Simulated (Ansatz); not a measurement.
Job for Ansatz (an electronic-structure program): U-r2SCAN/cc-pVTZ on hydrogen isocyanide (SMILES [C-]#[NH+]), a point of a bond scan (R = 0.798 Å).

Ansatz 0.2 input:
```yaml
crystal:
  periodic: [false, false, false]
  atoms:
    - {symbol: C, position_ang: [-0.00000000, -0.00000000, -0.73641702]}
    - {symbol: N, position_ang: [0.00000000, 0.00000000, 0.42763144]}
    - {symbol: H, position_ang: [0.00000000, 0.00000000, 1.22559190]}
basis:
  gaussian:
    orbitals: cc-pVTZ
hamiltonian:
  xc: {name: r2SCAN}
magnetization: {spin_polarized: true, initial_magnetization: 0}
```

The log:

```
WARN ansatz: RAYON_NUM_THREADS=1 ignored (pool sized by the plan → 1); use --threads N
Functional definition: r2SCAN
integrals: 0.01 GiB planned
399 factors; their error is unknown
mean field: 0.17 GiB planned
mean field evaluation 1: about -2534.7139 eV, gradient 3.7e1 eV
mean field evaluation 2: about -2522.2032 eV, gradient 6.3e1 eV
mean field evaluation 4: about -2539.4089 eV, gradient 1.9e0 eV
mean field evaluation 8: about -2539.4208 eV, gradient 1.6e-2 eV
mean field -2539.42084815 eV, -93.3219948882 hartree, gradient 5.8e-6 eV, S^2 0.000000; 0 other end points of the search recorded, 0 dependent functions left out
reference -2539.42085423 eV, -93.3219951115 hartree; 7, 7 occupied and 67, 67 virtual orbitals, 399 factors
Total energy: -2539.42085423 eV, -93.3219951115 hartree
```

The calculation finished and met its thresholds.

Cost: around 0.6 core-seconds (rough).
